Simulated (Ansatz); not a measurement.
# BSiH4 (SMILES B[SiH2]): methods side by side

BSiH4 has 6 atoms, charge 0, and is taken as a doublet. SMILES: `B[SiH2]`. The shape is that of a GFN2-xTB optimisation.

Each level gives the electronic atomisation energy (eV). The values are calculated. Electronic energies at fixed atoms, without zero-point motion or spin-orbit coupling.

```json
{"level": "UPBE/STO-3G", "kind": "GGA", "program": "Ansatz", "value (eV)": "24.83", "less CCSDT/STO-3G": "+3.60", "CPU time (all runs)": "3.5 s"}
{"level": "U-r2SCAN/STO-3G", "kind": "meta-GGA", "program": "Ansatz", "value (eV)": "24.70", "less CCSDT/STO-3G": "+3.47", "CPU time (all runs)": "10 s"}
{"level": "U-r2SCAN0/STO-3G", "kind": "hybrid meta-GGA", "program": "Ansatz", "value (eV)": "24.34", "less CCSDT/STO-3G": "+3.11", "CPU time (all runs)": "13 s"}
{"level": "UPBE0/STO-3G", "kind": "global hybrid", "program": "Ansatz", "value (eV)": "24.41", "less CCSDT/STO-3G": "+3.18", "CPU time (all runs)": "3.6 s"}
{"level": "U-wB97X/STO-3G", "kind": "range-separated hybrid", "program": "Ansatz", "value (eV)": "24.32", "less CCSDT/STO-3G": "+3.09", "CPU time (all runs)": "16 s"}
{"level": "UHSE06/STO-3G", "kind": "range-separated hybrid", "program": "Ansatz", "value (eV)": "24.42", "less CCSDT/STO-3G": "+3.19", "CPU time (all runs)": "4.9 s"}
{"level": "UB2PLYP/STO-3G", "kind": "double hybrid", "program": "Ansatz", "value (eV)": "23.31", "less CCSDT/STO-3G": "+2.08", "CPU time (all runs)": "5 s"}
{"level": "RPA@PBE/STO-3G", "kind": "RPA", "program": "Ansatz", "value (eV)": "20.84", "less CCSDT/STO-3G": "-0.39", "CPU time (all runs)": "4 s"}
{"level": "UMP2/STO-3G", "kind": "perturbation theory", "program": "Ansatz", "value (eV)": "21.09", "less CCSDT/STO-3G": "-0.14", "CPU time (all runs)": "0.36 s"}
{"level": "UCCSDT/STO-3G", "kind": "coupled cluster or CI", "program": "Ansatz", "value (eV)": "21.23", "less CCSDT/STO-3G": "0.00", "CPU time (all runs)": "2.2 s"}
```

UCCSDT/STO-3G is the highest level here, not the true value. The values span 20.84 to 24.83 eV. All rows use very small basis sets, so even the best lies far from the true value. Times are those of the runs behind each value, whatever else they computed, on shared processors of several kinds: orders of magnitude only.
